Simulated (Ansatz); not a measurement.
`CC1=CC1C` + `C=C(O)S` → `C=C(O)SC` + `CC1=CC1`  (substitution at a C–C bond)

Isolated molecules relaxed with PBE0-D4/def2-TZVP in Ansatz; ΔE leaves out vibrations. CCSD(T)/CBS adds triple-zeta CCSD(T) − MP2 to the extrapolated MP2 energy (def2 sets, frozen cores). One conformer a species, not always the lowest.

```
   species  HF/CBS(def2) energy (Eh)
`CC1=CC1C`                -193.98841
 `C=C(O)S`                -550.52360
`C=C(O)SC`                -589.57240
 `CC1=CC1`                -154.93533
```

Q: Work out ΔE.

A: ΔE = (-589.57240) + (-154.93533) − (-193.98841) − (-550.52360) = 0.00428 Eh = +0.12 eV. CCSD(T)/CBS gives +0.11 eV.

Largest T1 diagnostic among the species: 0.012.
